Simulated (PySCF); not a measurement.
Gas-phase reaction: 3 HSiNH2 + 4 Si ⇌ 2 Si2N + trisilylamine

Energies from PySCF, thermal terms from the rigid-rotor harmonic-oscillator model, ideal gas at 1 bar. † marks an energy on the PBE0/def2-TZVP geometry and frequencies; other levels use their own. Open shells (unrestricted): Si (multiplicity 3), Si2N (multiplicity 2); the rest are closed-shell singlets. Spin-orbit splitting is ignored; it lowers the true energy and changes the entropy of Si, Si2N. HSiNH2: computed as isolated molecules; such fragments, hydroxides, amides, oligomers or adducts are transient or little studied in the gas.

| level | ΔH°(298 K), kJ |
|---|---|
| BLYP/def2-TZVP† | -1402 |
| PBE0/def2-TZVP | -1407 |
| r2SCAN/def2-TZVP† | ? |
| ωB97M-V/def2-TZVP† | ? |
| ωB97X-V/def2-TZVP† | -1462 |

Problem. Some entries are withheld; supply them.

Solution. 
- r2SCAN/def2-TZVP†, ΔH°(298 K), kJ: -1484
- ωB97M-V/def2-TZVP†, ΔH°(298 K), kJ: -1449
